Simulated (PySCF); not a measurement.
# C5H10O: the cost of one run

Computed with PySCF 2.14.0, with density-fitted response routines of our own, on a single molecule, in the gas phase or a continuum. Atoms count from 0, in the outputs and in this text.

### 1 The starting structure

16 atoms, charge 0, multiplicity 1; geometry from: GFN2-xTB. The atoms were then displaced at random by about 0.01 Å, so the start is not that level's minimum.

Bonds of the start (Å): C0–C1 1.51, C1–C2 1.52, C1–C3 1.55, C1–C4 1.52, C4–O5 1.20, C0–H6 1.07, C0–H7 1.10, C0–H8 1.12, C2–H9 1.08, C2–H10 1.09, C2–H11 1.11, C3–H12 1.14, C3–H13 1.06, C3–H14 1.07, C4–H15 1.09.

### 2 Optimising the geometry at PBE0-D3(BJ)/def2-TZVP

What the job is given:

```
{"job": {"xc": "PBE0", "basis": "def2-TZVP", "d3": "d3bj", "grid": 2, "shake": 0.01, "kind": "geom"}, "charge": 0, "multiplicity": 1}
C     -0.787990     0.680970     1.084960
C     -0.073420    -0.043100    -0.028850
C      1.002760    -0.942840     0.554360
C      0.589500     0.951590    -1.023220
C     -1.025430    -0.927010    -0.810600
O     -2.201330    -1.032670    -0.602120
H     -1.261140    -0.001700     1.766270
H     -0.107030     1.345590     1.632550
H     -1.595050     1.332140     0.674730
H      1.536420    -1.491470    -0.212090
H      0.582660    -1.659040     1.268130
H      1.757800    -0.335100     1.104200
H     -0.237800     1.595760    -1.467480
H      1.261380     1.584200    -0.500800
H      1.064190     0.409860    -1.820420
H     -0.524570    -1.469560    -1.608880
```

The run is started by

```sh
$ OMP_NUM_THREADS=1 python probes_run.py task.json out
```

This one command runs all jobs of the session in turn.

**Question.** How long does this first job take on 1 thread of Arm Neoverse V1, shared host, and how much memory does it need?

About 5.7 min, with a peak of 1.2 GiB.
